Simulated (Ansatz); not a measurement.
The first iterations of a band of ClH5Si2 + H2 (10 atoms, charge 0, multiplicity 1).

Computed with Ansatz, RKS PBE-D4/6-31G*.

```json
{
 "movable images": "9",
 "climbing image": "yes",
 "spring": "5.0 eV/Å²",
 "optimiser": "quadratic models (default)",
 "start path": "through a guess of the saddle point",
 "force threshold": "0.03 eV/Å",
 "iteration limit": "58",
 "end points": "relaxed"
}
```

First end point:

```xyz
10
Properties=species:S:1:pos:R:3
Si -0.346 0.444 -0.111
Cl 0.157 0.327 1.918
H 0.900 0.793 -0.868
H -1.326 1.569 -0.265
Si -1.261 -1.595 -0.832
H -2.443 -1.956 0.016
H -1.709 -1.446 -2.259
H -0.239 -2.688 -0.752
H 1.770 -3.110 1.510
H 1.534 -2.446 1.769
```

Last end point:

```xyz
10
Properties=species:S:1:pos:R:3
Si 0.377 -0.126 -0.444
Cl -0.194 -1.487 3.323
H 1.190 0.248 -1.648
H -0.244 1.114 0.129
Si -1.242 -1.746 -0.953
H -2.049 -2.076 0.267
H -2.159 -1.226 -2.023
H -0.579 -2.997 -1.454
H 1.343 -0.662 0.586
H 0.592 -1.149 2.341
```

| iteration | highest image above the first end (eV) | largest band force component (eV/Å) |
| --- | --- | --- |
| 1 | 3.395 | 2.833 |
| 2 | 2.648 | 1.453 |
| 3 | 2.396 | 2.153 |
| 4 | 2.329 | 0.453 |
| 5 | 2.363 | 0.348 |
| 6 | 2.358 | 0.233 |
| 7 | 2.349 | 0.211 |
| 8 | 2.344 | 0.073 |
| 9 | 2.337 | 0.071 |
| 10 | 2.331 | 0.073 |
| 11 | 2.324 | 0.078 |
| 12 | 2.318 | 0.081 |
| 13 | 2.315 | 0.081 |

Does the band converge within its limit, and where does its top end?

It converged. It ended after 41 iterations with the highest image 2.193 eV above the first end. Neighbouring images differ by up to 1.2 eV, so the band resolves the path poorly. A vibrational analysis at the climbing image gives one clearly imaginary mode, 824i cm⁻¹: a first-order saddle point. The orbitals stay closed-shell, which can raise the energy where a bond breaks towards radicals; this wasn't checked here.

Time of the run: 15 min on 1 thread of Arm Neoverse V2, on a shared host, peak memory 0.11 GiB.
